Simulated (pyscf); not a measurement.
PySCF, gas phase, ωB97X-D3(BJ)/def2-SVP geometries.

SMILES: O=[As][SiH3]
```xyz
6

O      0.5847     0.2050     1.7141
As    -1.0419     0.3345     1.7615
Si    -1.4000    -0.1377    -0.5785
H     -2.8369    -0.1136    -0.9867
H     -0.8286    -1.4898    -0.8374
H     -0.6434     0.8915    -1.3465
```

How much does it cost (ΔH, 298 K, ωB97M-D3(BJ)/def2-TZVP) to split O=As–SiH₃ at its As–Si bond into O=As• + SiH₃•?

As–Si to O=As• + SiH₃•: 47.7 kcal/mol. The 7 functionals that were run give +45.4 (r²SCAN) to +53.3 kcal/mol (ωB97X-D3(BJ)). The radicals are drawn with the spin at the cut bond; how far it spreads was not checked. O=As–SiH₃ lies 34.4 kcal/mol over its isomer HO–Si:–AsH₂ [singlet], and others may lie lower still (electronic energy, ωB97M-D3(BJ)). The term symbol of open-shell O=As• was not checked; spin-orbit terms are left out. Elements up to Kr have no core potential and no relativistic terms here.
